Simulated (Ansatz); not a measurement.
A nudged elastic band was laid between two geometries of CH2BN (5 atoms, charge 0, multiplicity 1).

The calculation used RKS r2SCANh/def2-SVP in Ansatz.

```yaml
movable_images: 9
climbing_image: from the first iteration
spring: 5.0 eV/Å²
optimiser: fire
start_path: IDPP
force_threshold: 0.05 eV/Å
iteration_limit: 60
end_points: relaxed
```

First end point:

```xyz
5
Properties=species:S:1:pos:R:3
B -1.975 0.045 0.694
C -0.565 -0.263 0.423
N 0.531 -0.002 -0.194
H 0.767 -0.413 -1.103
H 1.242 0.634 0.180
```

Last end point:

```xyz
5
Properties=species:S:1:pos:R:3
B -1.915 -0.151 0.832
C -0.714 0.228 0.078
N 0.520 0.032 -0.218
H 0.818 -0.577 -0.986
H 1.292 0.468 0.295
```

Task: What changes between the two ends?

Result: No bond is made or broken. The dihedral B1–C2–N3–H5 changes from 90 to -90° by way of a nearly straight angle B1–C2–N3 (up to 180°), not by a turn about the bond. The two ends are copies of one structure, up to a mirror image or an exchange of like atoms.

Task: Give the energies along the band, and the barrier.

Result: The forces met the threshold. The highest image is number 5 of 0 to 10, 0.111 eV above the ends, which have the same energy within 2 meV. Another band between the same ends (9 images) ends at a top of the same energy, where a vibrational analysis finds 1 clearly imaginary mode.

| image | path coordinate (Å) | energy (eV) | angle B1–C2–N3 (°) |
| --- | --- | --- | --- |
| 0 | 0.00 | 0.000 | 150 |
| 1 | 0.08 | 0.007 | 155 |
| 2 | 0.15 | 0.029 | 160 |
| 3 | 0.23 | 0.062 | 167 |
| 4 | 0.31 | 0.095 | 173 |
| 5 | 0.38 | 0.111 | 180 |
| 6 | 0.46 | 0.095 | 173 |
| 7 | 0.53 | 0.062 | 166 |
| 8 | 0.61 | 0.029 | 160 |
| 9 | 0.69 | 0.007 | 155 |
| 10 | 0.77 | 0.000 | 150 |

Task: What is the geometry of the highest image?

Result: 
```xyz
5
Properties=species:S:1:pos:R:3
B -2.034 -0.054 0.796
C -0.640 -0.017 0.250
N 0.542 0.014 -0.212
H 0.829 -0.496 -1.059
H 1.303 0.552 0.224
```

Run time: 3.6 min on 1 thread of Intel(R) Xeon(R) Platinum 8488C (Sapphire Rapids), with other jobs on the host, peak memory 0.13 GiB.
